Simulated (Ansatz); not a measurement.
**Active spaces for CH3Cl, singlet**

Calculated in Ansatz's Gaussian-basis code. Basis aug-cc-pVTZ on C/H, aug-cc-pV(T+d)Z on Cl, nonrelativistic, 6 orbitals frozen in the corrections. State-specific CASSCF; RHF is the lowest restricted (open-shell) Hartree–Fock solution met. Solutions may break the symmetry of the shape. The lowest solution met needn't be the lowest there is, nor hold the orbitals that a chemist would pick.

Geometry:

```xyz
5

C     0.0000    0.0000    0.0000
Cl    0.0000    0.0000    1.7850
H     1.0355    0.0000   -0.3404
H    -0.5177    0.8967   -0.3404
H    -0.5177   -0.8967   -0.3404
```

(1) What do CASSCF and its corrections give against RHF in CAS(6,4), and what are the occupations?

(2) Roughly how much CPU time does a whole run from the default start take (median of such runs, summed over threads; nearly all runs on one pinned thread of a shared server, mostly Xeon at 2.3 to 2.6 GHz, by a development driver)?

## Answers

(1) CASSCF -0.485 eV, SC-NEVPT2 -10.124 eV; occupations 2.00, 2.00, 1.97, 0.03.

(2) CAS(6,4): about 4.3 min. Other jobs ran beside these, and the count of passes differs.
